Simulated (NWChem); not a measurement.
Everything below was run with NWChem. System: hydrogen isocyanide (CHN), charge 0, spin multiplicity 1, at a geometry optimised with PBE/def2-SVP. Level: CIS/aug-cc-pVDZ.

Output (cleaned and shortened):

```
             Northwest Computational Chemistry Package (NWChem) 7.3.0
             --------------------------------------------------------

                                NWChem Input Module
                                -------------------

 Scaling coordinates for geometry "geometry" by  1.889725989
 (inverse scale =  0.529177249)

 Turning off AUTOSYM since
 SYMMETRY directive was detected!

                             Geometry "geometry" -> ""
                             -------------------------

 Output coordinates in angstroms (scale by  1.889725989 to convert to a.u.)

  No.       Tag          Charge          X              Y              Z
 ---- ---------------- ---------- -------------- -------------- --------------
    1 C                    6.0000     0.00000000     0.00000000     0.74899700
    2 N                    7.0000     0.00000000     0.00000000    -0.43518600
    3 H                    1.0000     0.00000000     0.00000000    -1.44767900

 Effective nuclear repulsion energy (a.u.)      23.8725185715

            Nuclear Dipole moment (a.u.)
            ----------------------------
        X                 Y               Z
 ---------------- ---------------- ----------------
     0.0000000000     0.0000000000     0.0000018897

      Symmetry information
      --------------------

 Group name             C2v
 Group number             16
 Group order               4
 No. of unique centers     3

      Symmetry unique atoms

     1    2    3


 Summary of "ao basis" -> "" (spherical)
 ------------------------------------------------------------------------------
       Tag                 Description            Shells   Functions and Types
 ---------------- ------------------------------  ------  ---------------------
 *                        aug-cc-pvdz                 on all atoms

  xc_inp: hfexch multiplicative factor not found.

                                 NWChem DFT Module
                                 -----------------

 Summary of "ao basis" -> "ao basis" (spherical)
 ------------------------------------------------------------------------------
       Tag                 Description            Shells   Functions and Types
 ---------------- ------------------------------  ------  ---------------------
 C                        aug-cc-pvdz                9       23   4s3p2d
 N                        aug-cc-pvdz                9       23   4s3p2d
 H                        aug-cc-pvdz                5        9   3s2p

 Summary of "ao basis" -> "ao basis" (spherical)
 ------------------------------------------------------------------------------
       Tag                 Description            Shells   Functions and Types
 ---------------- ------------------------------  ------  ---------------------
 C                        aug-cc-pvdz                9       23   4s3p2d
 N                        aug-cc-pvdz                9       23   4s3p2d
 H                        aug-cc-pvdz                5        9   3s2p

      Symmetry analysis of basis
      --------------------------

        a1         27
        a2          4
        b1         12
        b2         12

            General Information
            -------------------
          SCF calculation type: DFT
          Wavefunction type:  closed shell.
          No. of atoms     :     3
          No. of electrons :    14
           Alpha electrons :     7
            Beta electrons :     7
          Charge           :     0
          Spin multiplicity:     1
          Use of symmetry is: off; symmetry adaption is: on
          Maximum number of iterations: 100
          AO basis - number of functions:    55
                     number of shells:    23
          Convergence on energy requested:  1.00D-06
          Convergence on density requested:  1.00D-05
          Convergence on gradient requested:  5.00D-04

              XC Information
              --------------
                     Hartree-Fock (Exact) Exchange  1.000

          Convergence Information
          -----------------------
          Convergence aids based upon iterative change in
          total energy or number of iterations.
          Levelshifting, if invoked, occurs when the
[...]
     Occ.    6  b2  ---  Virt.    9  b2      -0.39773
     Occ.    6  b2  ---  Virt.   14  b2       0.38829
     Occ.    6  b2  ---  Virt.   16  b2      -0.42260
     Occ.    6  b2  ---  Virt.   20  b2      -0.05403
     Occ.    6  b2  ---  Virt.   26  b2       0.07177
     Occ.    6  b2  ---  Virt.   29  b2       0.05445
  ----------------------------------------------------------------------------
  Root   4 singlet b1             0.322888486 a.u.                8.7862 eV
  ----------------------------------------------------------------------------
     Transition Moments    X  0.70557   Y  0.04194   Z  0.00000
     Transition Moments   XX -0.00000  XY  0.00000  XZ  2.27818
     Transition Moments   YY -0.00000  YZ  0.13541  ZZ  0.00000
     Dipole Oscillator Strength                    0.1075394213
     Electric Quadrupole                           0.0000009337
     Magnetic Dipole                               0.0000057131
     Total Oscillator Strength                     0.1075460680

          sigma_e =   1.4809 Angstrom
          sigma_h =   1.0381 Angstrom
         |d_h->e| =   0.5396 Angstrom
            d_exc =   1.8749 Angstrom
            d_CD1 =   0.9824 Angstrom
            d_CD2 =  -0.7199 Angstrom
            d_CD3 =   2.4145 Angstrom
     Pearson C.C. =   0.0153

     Occ.    4  a1  ---  Virt.   17  b1       0.05672
     Occ.    7  a1  ---  Virt.   10  b1      -0.56345
     Occ.    7  a1  ---  Virt.   13  b1       0.59144
     Occ.    7  a1  ---  Virt.   17  b1      -0.52840
     Occ.    7  a1  ---  Virt.   21  b1      -0.10220
     Occ.    7  a1  ---  Virt.   27  b1      -0.05150
     Occ.    7  a1  ---  Virt.   30  b1       0.09299
     Occ.    7  a1  ---  Virt.   35  b1      -0.05759
  ----------------------------------------------------------------------------
  Root   5 singlet b2             0.322888486 a.u.                8.7862 eV
  ----------------------------------------------------------------------------
     Transition Moments    X -0.04194   Y  0.70557   Z  0.00000
     Transition Moments   XX  0.00000  XY -0.00000  XZ -0.13541
     Transition Moments   YY  0.00000  YZ  2.27818  ZZ -0.00000
     Dipole Oscillator Strength                    0.1075394213
     Electric Quadrupole                           0.0000009337
     Magnetic Dipole                               0.0000057131
     Total Oscillator Strength                     0.1075460680

          sigma_e =   1.4809 Angstrom
          sigma_h =   1.0381 Angstrom
         |d_h->e| =   0.5396 Angstrom
            d_exc =   1.8749 Angstrom
            d_CD1 =   0.9824 Angstrom
            d_CD2 =  -0.7199 Angstrom
            d_CD3 =   2.4145 Angstrom
     Pearson C.C. =   0.0153

     Occ.    4  a1  ---  Virt.   16  b2       0.05672
     Occ.    7  a1  ---  Virt.    9  b2      -0.56345
     Occ.    7  a1  ---  Virt.   14  b2       0.59144
     Occ.    7  a1  ---  Virt.   16  b2      -0.52840
     Occ.    7  a1  ---  Virt.   20  b2      -0.10220
     Occ.    7  a1  ---  Virt.   26  b2       0.05150
     Occ.    7  a1  ---  Virt.   29  b2       0.09299
     Occ.    7  a1  ---  Virt.   36  b2       0.05759
  ----------------------------------------------------------------------------
  Root   6 singlet b2             0.366552243 a.u.                9.9744 eV
  ----------------------------------------------------------------------------
     Transition Moments    X -0.06002   Y -0.38132   Z  0.00000
     Transition Moments   XX  0.00000  XY  0.00000  XZ  0.07802
     Transition Moments   YY  0.00000  YZ  0.49566  ZZ  0.00000
     Dipole Oscillator Strength                    0.0364119888
     Electric Quadrupole                           0.0000000660
     Magnetic Dipole                               0.0000000029
     Total Oscillator Strength                     0.0364120578

          sigma_e =   2.3063 Angstrom
          sigma_h =   1.0233 Angstrom
         |d_h->e| =   1.9079 Angstrom
            d_exc =   3.1540 Angstrom
            d_CD1 =   3.1908 Angstrom
            d_CD2 =   0.2431 Angstrom
            d_CD3 =   5.0619 Angstrom
     Pearson C.C. =   0.0124

     Occ.    5  b1  ---  Virt.    8  a1      -0.13162
     Occ.    5  b1  ---  Virt.   15  a1       0.06990
     Occ.    6  b2  ---  Virt.    8  a1      -0.83625
     Occ.    6  b2  ---  Virt.   11  a1       0.18650
     Occ.    6  b2  ---  Virt.   12  a1       0.08762
     Occ.    6  b2  ---  Virt.   15  a1       0.44411
     Occ.    6  b2  ---  Virt.   19  a1      -0.13853
     Occ.    6  b2  ---  Virt.   24  a1       0.09098
  ----------------------------------------------------------------------------
  Root   7 singlet b1             0.366552243 a.u.                9.9744 eV
  ----------------------------------------------------------------------------
     Transition Moments    X  0.38132   Y -0.06002   Z  0.00000
     Transition Moments   XX  0.00000  XY  0.00000  XZ -0.49566
     Transition Moments   YY  0.00000  YZ  0.07802  ZZ  0.00000
     Dipole Oscillator Strength                    0.0364119888
     Electric Quadrupole                           0.0000000660
     Magnetic Dipole                               0.0000000029
     Total Oscillator Strength                     0.0364120578

          sigma_e =   2.3063 Angstrom
          sigma_h =   1.0233 Angstrom
         |d_h->e| =   1.9079 Angstrom
            d_exc =   3.1540 Angstrom
            d_CD1 =   3.1908 Angstrom
            d_CD2 =   0.2431 Angstrom
            d_CD3 =   5.0619 Angstrom
     Pearson C.C. =   0.0124

     Occ.    5  b1  ---  Virt.    8  a1       0.83625
     Occ.    5  b1  ---  Virt.   11  a1      -0.18650
     Occ.    5  b1  ---  Virt.   12  a1      -0.08762
     Occ.    5  b1  ---  Virt.   15  a1      -0.44411
     Occ.    5  b1  ---  Virt.   19  a1       0.13853
     Occ.    5  b1  ---  Virt.   24  a1      -0.09098
     Occ.    6  b2  ---  Virt.    8  a1      -0.13162
     Occ.    6  b2  ---  Virt.   15  a1       0.06990
  ----------------------------------------------------------------------------
  Root   8 singlet a1             0.390184996 a.u.               10.6175 eV
  ----------------------------------------------------------------------------
     Transition Moments    X  0.00000   Y -0.00000   Z -0.24386
     Transition Moments   XX -0.81447  XY -0.00000  XZ  0.00000
     Transition Moments   YY -0.81450  YZ  0.00000  ZZ -0.86177
     Dipole Oscillator Strength                    0.0154691303
     Electric Quadrupole                           0.0000000002
     Magnetic Dipole                               0.0000000000
     Total Oscillator Strength                     0.0154691305

          sigma_e =   3.1241 Angstrom
          sigma_h =   1.0260 Angstrom
         |d_h->e| =   2.2851 Angstrom
            d_exc =   4.0266 Angstrom
            d_CD1 =   4.3832 Angstrom
            d_CD2 =   0.2101 Angstrom
            d_CD3 =   6.3118 Angstrom
     Pearson C.C. =  -0.0279

     Occ.    5  b1  ---  Virt.   10  b1       0.07491
     Occ.    5  b1  ---  Virt.   13  b1      -0.13482
     Occ.    6  b2  ---  Virt.    9  b2       0.07492
     Occ.    6  b2  ---  Virt.   14  b2      -0.13482
     Occ.    7  a1  ---  Virt.    8  a1      -0.85794
     Occ.    7  a1  ---  Virt.   11  a1       0.08784
     Occ.    7  a1  ---  Virt.   12  a1       0.41685
     Occ.    7  a1  ---  Virt.   15  a1       0.12763
     Occ.    7  a1  ---  Virt.   19  a1      -0.10266

              Target root =      1
          Target symmetry = none
      Ground state energy =    -92.869576038088
        Excitation energy =      0.295085660467
     Excited state energy =    -92.574490377621

  stored tddft:energy   -92.574490377620620

 Task  times  cpu:       38.3s     wall:       38.3s

 Total times  cpu:       38.3s     wall:       38.3s
```

**Question.** Write an NWChem input that would produce this output.

**Answer.** One answer among several that fit: 
```
start mol
memory heap 200 mb stack 800 mb global 1000 mb
geometry units angstroms nocenter noautoz
  C      0.000000     0.000000     0.748997
  N      0.000000     0.000000    -0.435186
  H      0.000000     0.000000    -1.447679
  symmetry group C2v
end
basis spherical
  * library aug-cc-pvdz
end
dft
  xc hfexch
  semidirect memsize 60000000 filesize 0
  iterations 100
end
tddft
  cis
  nroots 8
  notriplet
  thresh 1e-4
end
task tddft energy
```
